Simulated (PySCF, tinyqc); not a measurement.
Ways to converge the cycle: SCF convergence aids in the sto-3g basis, for HF, spin multiplicity 1. Computed by the program tinyqc with PySCF. 

Geometry (angstrom):
```
atom       x       y       z
F     0.0000  0.0000  0.0000
H     0.0000  0.0000  1.3680
```

lowest restricted solution found by these runs and by PySCF = -98.463793 hartree

RHF with one setting changed at a time; a run stops when the energy changes by less than 1e-09 hartree and the error matrix is below 1e-5. The start is the Wolfsberg-Helmholz matrix. Damping d keeps d of the old density; a shift (hartree) raises the virtual levels; DIIS n extrapolates F over n matrices.

Largest element of the error matrix X^T (FDS - SDF) X:
```
iteration    plain  damping 0.3  damping 0.6  shift 0.4   DIIS 3   DIIS 8
1          4.3e-01      4.3e-01      4.3e-01    4.3e-01  4.3e-01  4.3e-01
2          6.8e-02      1.4e-01      3.0e-01    3.1e-01  6.8e-02  6.8e-02
3          9.6e-03      3.9e-02      1.9e-01    1.1e-01  6.9e-03  6.9e-03
4          1.6e-03      1.3e-02      1.1e-01    2.9e-02  9.2e-04  9.2e-04
5          2.5e-04      5.2e-03      6.7e-02    8.8e-03  8.7e-06  6.9e-06
6          5.8e-05      2.3e-03      3.9e-02    3.3e-03  2.0e-07  9.7e-08
8          2.6e-06      4.6e-04      1.3e-02    4.7e-04        -        -
10               -      9.1e-05      4.6e-03    6.6e-05        -        -
14               -      3.7e-06      9.2e-04          -        -        -
20               -            -      9.3e-05          -        -        -
30               -            -      2.1e-06          -        -        -
```

How each run ends:
```
run          iterations  E (hartree)         state
plain                 8    -98.46379  lowest found
damping 0.3          19    -98.46379  lowest found
damping 0.6          40    -98.46379  lowest found
shift 0.4            12    -98.46379  lowest found
DIIS 3                6    -98.46379  lowest found
DIIS 8                6    -98.46379  lowest found
```

6 of 6 runs reach the lowest restricted solution found, in 6 to 40 iterations (fastest: DIIS 3, DIIS 8). Plain steps already contract here, so damping only slows them. DIIS 3 and DIIS 8 gain by cancelling the error over several earlier matrices, much as a quasi-Newton step does. The restricted reference is unstable here: a spin-polarised solution lies 0.0225 hartree lower (PySCF), so results built on it describe a poor reference.
